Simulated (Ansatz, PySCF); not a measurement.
Species: C3H7 (charge -1, singlet). It need not be the lowest isomer of its formula. Whether it binds its extra electron was not tested at this geometry. 
Geometry from a B3LYP-D3(BJ)/def2-TZVP (Ansatz, a quantum-chemistry and plane-wave program) optimisation:
```xyz
10

C     -0.1064     0.0001     0.6583
C     -0.0125     1.2354    -0.2087
C     -0.0131    -1.2355    -0.2083
H      0.7514     0.0000     1.3550
H      0.0682     2.1557     0.3866
H      0.0672    -2.1556     0.3873
H      0.8562     1.2605    -0.9407
H     -0.9028     1.3603    -0.8480
H     -0.9035    -1.3602    -0.8476
H      0.8556    -1.2612    -0.9403
```
Charge -1, spin multiplicity 1.

Total electronic energies in hartree. Valence correlation only, unless marked. Spin-orbit coupling is left out. Non-relativistic. 

```csv
level,program,energy (Eh)
SVWN5/def2-TZVPD,Ansatz,…
PBE-D3(BJ)/def2-TZVPD,Ansatz + dftd3,-118.33466
revPBE-D3(BJ)/def2-TZVPD,Ansatz + dftd3,-118.48115
B3LYP-D3(BJ)/def2-TZVPD,Ansatz + dftd3,…
PBE0/STO-3G,Ansatz,-116.73280
LC-wPBE-D4/def2-TZVPD,Ansatz + dftd4,…
CCSD/aug-cc-pVDZ,Ansatz,-118.10721
CCSD(T)/cc-pVDZ,PySCF,-118.07616
```

Question: What belongs in the gaps?

Answer: 
- SVWN5/def2-TZVPD, energy (Eh): -117.36459
- B3LYP-D3(BJ)/def2-TZVPD, energy (Eh): -118.52156
- LC-wPBE-D4/def2-TZVPD, energy (Eh): -118.42968
